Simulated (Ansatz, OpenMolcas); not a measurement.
**HOF (hypofluorous acid): a line through the functionals**

HOF: 3 atoms, total charge 0, spin state singlet. As SMILES, `OF`. Geometry: relaxed at PBE0-D4/def2-TZVP.

The HOMO–LUMO gap y, in eV, basis aug-cc-pVTZ; a is the functional's share of exact exchange. Programs: Ansatz 0.2.0, OpenMolcas 26.06.

| functional | program | a | y (eV) |
| --- | --- | --- | --- |
| PBE | Ansatz | 0 | 4.34 |
| TPSS | OpenMolcas | 0 | 4.76 |
| B3LYP | Ansatz | 0.2 | ? |
| r2SCAN0 | Ansatz | 0.25 | 8.66 |
| PBE0 | Ansatz | 0.25 | 8.06 |
| BHLYP | Ansatz | 0.5 | 11.23 |

**Question.** Fit y = c + s·a to the known rows and predict B3LYP.

**Answer.** 
1. Means of the 5 rows: a = 0.2000, y = 7.410.
2. Σ(Δa)² = 0.175, Σ(Δa·Δy) = 2.385, so the slope is 2.385/0.175 = 13.629.
3. Intercept: 7.410 − (13.629) × 0.2000 = 4.684. The largest residual of the fit is 0.57.
4. B3LYP: 4.684 + (13.629) × 0.2 = 7.41 eV.

The run gave 7.32 eV, so the prediction is off by +0.09 eV, within the largest residual. Exact exchange lowers occupied levels and raises empty ones. The rows mix families of semi-local functionals, which the line can't see.
